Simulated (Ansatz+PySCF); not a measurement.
The numbers below are computed, except where a source is named.
Input for Ansatz (development build ahead of 0.2.0):

```yaml
crystal:
  periodic: [false, false, false]
  atoms:
    - { symbol: B, position_ang: [0.0, 0.0, 0.0] }
    - { symbol: "N", position_ang: [0.0, 0.0, 2.55] }
basis:
  gaussian: { orbitals: STO-3G }
hamiltonian:
  xc: hf
correlation:
  method: fci
  frozen_orbitals: { B: 1, "N": 1 }
```

The input is written out in the form of the current development build from the run's settings.

Output:

| Quantity | Value |
| --- | --- |
| Converged | yes |
| Total energy | -77.81734 hartree |
| State | lowest singlet root, of any spatial symmetry |

Caution: another spin multiplicity may lie lower.
